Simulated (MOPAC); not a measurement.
MOPAC input (AM1):

```
AM1 FORCE THERMO(298,298) PRECISE LET UHF MS=0.5 GEO-OK AUX(PRECISION=9) THREADS=1
CF3

C     0.00141560 1   -0.00217217 1    0.26753065 1
F    -0.01735155 1    1.28660930 1   -0.04645975 1
F     1.12208359 1   -0.62779660 1   -0.06801649 1
F    -1.10563698 1   -0.65742444 1   -0.05648873 1
```

Q: Which zero-point energy does it print?

A: 8.25 kcal/mol, from the harmonic wavenumbers of AM1.
